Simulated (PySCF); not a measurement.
C₂H₄O₂. Atoms are numbered in the order given.

```xyz
8

C      0.1104     1.3881     0.0000
C     -0.1217    -0.0928     0.0000
O      1.0340    -0.7765     0.0000
O     -1.1928    -0.6378     0.0000
H     -0.8514     1.9116     0.0000
H      0.6983     1.6735     0.8846
H      0.6983     1.6735    -0.8846
H      0.7927    -1.7156     0.0000
```
Charge 0, spin multiplicity 1.

Geometry optimised at PBE0-D3(BJ)/def2-SVP. Other conformers were not sampled.

Computed with PBE0-D3(BJ)/def2-SVP (PySCF 2.14.0).

Frequencies are harmonic and unscaled.

| mode | ν (cm⁻¹) | IR (km/mol) | moving atoms (share of kinetic energy) |
|---|---|---|---|
| 1 | 79 | 0.9 | H 92 % |
| 2 | 427 | 4.1 | O 44 %, H 32 %, C 25 % |
| 3 | 549 | 21.4 | H 61 %, C 35 % |
| 4 | 601 | 46.5 | O 56 %, C 25 %, H 19 % |
| 5 | 690 | 102.0 | H 69 %, O 16 %, C 14 % |
| 6 | 895 | 4.3 | C 39 %, O 35 %, H 26 % |
| 7 | 995 | 33.3 | H 61 %, C 24 %, O 15 % |
| 8 | 1055 | 13.2 | C 49 %, H 48 % |
| 9 | 1231 | 203.0 | H 53 %, O 36 %, C 11 % |
| 10 | 1337 | 11.5 | H 71 %, C 25 % |
| 11 | 1427 | 113.8 | H 48 %, C 46 % |
| 12 | 1441 | 41.2 | H 76 %, C 21 % |
| 13 | 1446 | 11.8 | H 96 % |
| 14 | 1907 | 327.8 | C 64 %, O 33 % |
| 15 | 3080 | 0.4 | H 97 % |
| 16 | 3172 | 0.8 | H 91 %, C 9 % |
| 17 | 3221 | 1.0 | H 90 %, C 10 % |
| 18 | 3809 | 75.7 | H 94 % |
